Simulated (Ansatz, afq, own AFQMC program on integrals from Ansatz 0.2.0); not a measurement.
Two steps: Ansatz 0.2.0 writes the Fock matrix and Cholesky factors of the valence space, and afq projects on them the lowest state that overlaps trial and start.

```yaml
crystal:
  periodic: [false, false, false]
  atoms:
    - {symbol: B, position_ang: [0.001291, 0.051455, -0.052133]}
    - {symbol: H, position_ang: [-0.014292, 0.912881, 0.797700]}
    - {symbol: H, position_ang: [-0.039041, -1.556230, 1.576744]}
    - {symbol: H, position_ang: [0.022614, 0.901422, -0.913304]}
    - {symbol: H, position_ang: [0.016874, -0.809971, -0.901966]}
basis:
  gaussian: {orbitals: cc-pVDZ}
total_charge: 1
magnetization: {spin_polarized: false}
correlation: {method: ccsd_t, electrons: outside_noble_gas, hamiltonian_folder: ham}
```

```sh
$ ansatz run in.yaml --threads 1 --pin off --events-out ev --progress --plain --max-ram 1382MiB
```

afq runs on the folder ham with

```
--method phaseless --trial cisd --walkers 60 --populations 1 --least-time 40 --time-step 0.005 --steps-per-block 50 --equilibration-blocks 40 --max-blocks 300 --target-error 0.00058 --factor-cut 1e-05 --seed 8676 --release-times 0.24,0.51,0.99,1.62,2.4 --release-step 0.03 --release-every 4 --taylor-order 6
```

Times are imaginary, in 1/Eh. The walk had a cap of 640 s.

```
orbitals 33  electrons 3 3  factors 250 of 304
reference energy -26.43065912 Eh
CCSD correlation -0.15302329 Eh in 12 cycles, weight of the determinant in the CISD state 0.8272
energy of the start -26.583682 Eh
 block  time / (1/Eh)  mean weight  energy / Eh
     1     0.250  0.9991  -26.582559
     2     0.500  0.9963  -26.583479
     3     0.750  1.0010  -26.583971
     4     1.000  1.0004  -26.583638
     5     1.250  0.9997  -26.584664
     7     1.750  0.9990  -26.585707
     9     2.250  0.9977  -26.587198
    11     2.750  1.0001  -26.586731
    21     5.250  0.9981  -26.587735
    31     7.750  1.0003  -26.593683
    41    10.250  1.0003  -26.587504
    46    11.500  0.9998  -26.599950
    51    12.750  1.0001  -26.595640
    61    15.250  1.0004  -26.586250
    71    17.750  1.0006  -26.583460
    81    20.250  1.0011  -26.589757
    91    22.750  0.9999  -26.590785
   101    25.250  1.0006  -26.588086
   111    27.750  0.9975  -26.588250
   121    30.250  1.0015  -26.584999
   131    32.750  1.0004  -26.588855
   141    35.250  1.0015  -26.590019
   151    37.750  1.0007  -26.588546
   161    40.250  0.9983  -26.588751
   171    42.750  0.9989  -26.588662
   181    45.250  0.9985  -26.588172
   191    47.750  0.9987  -26.585657
   196    49.000  1.0004  -26.589091
blocks merged  error / Eh  count
     1  0.000252  160
     2  0.000312  80
     4  0.000333  40
     8  0.000404  20
    16  0.000507  10
released: time / (1/Eh)  energy / Eh  error  mean overlap
  0.24  -26.589016  0.000360  0.9967
  0.51  -26.589794  0.000377  0.9956
  0.99  -26.589269  0.000594  0.9982
  1.62  -26.590549  0.000706  0.9960
  2.40  -26.589553  0.000527  1.0216
energy -26.588916 +/- 0.000404 Eh
(rows thinned)
```

**Question.** Estimate how long the walk took on 1 thread of Intel(R) Xeon(R) Processor @ 2.50GHz (Skylake/Cascade Lake), on a shared host.

**Answer.** 3.1 min of wall time.

The run passed its tests (sampling time, drift between the halves within three errors, error under three times the target), which doesn't prove that it has relaxed. The second half of the sampling lies above the first by 2.3 errors of their difference, so the energy may still be moving and its error bar be too small.

Against this walk (error 11.0 meV) on the same determinant: CCSD(T) 17.0 meV lower (within the noise), CCSDT(Q) 41.0 meV lower, full CI 42.1 meV lower. The error is statistical and leaves out the bias of the constraint. Released to 2.40 1/Eh the energy moves by -17 ± 18 meV (both errors), within twice the noise. Full CI is exact here, so the walk's 42 meV above it is the walk's own error: the bias of the constraint with this trial, or a walk that hasn't relaxed. The determinant is a poor start (see the cautions), so the low cluster orders aren't to be relied on, and full CI is the sure value.

Cautions: constraint bias not in the error; restricted determinant unstable towards unrestricted (UHF 1.14 eV lower, ⟨S²⟩ 0.85); strong correlation (T1 0.052, weight of the determinant 0.83, largest double 0.34); the CCSD(T) amplitudes may be one of several solutions (largest double 0.34); the CCSDT(Q) amplitudes may be one of several solutions (largest double 0.37); the bias of populations of 60 walkers isn't removed.

CCSDT and higher add their correlation energy to the determinant of the CCSD(T) run, since their own runs factorise the integrals more tightly (a shift of under 2 meV). A walk keeps the symmetry of its determinant, which the program's search chose and which needn't be the lowest solution, so a lower state of the same spin and another symmetry isn't excluded.
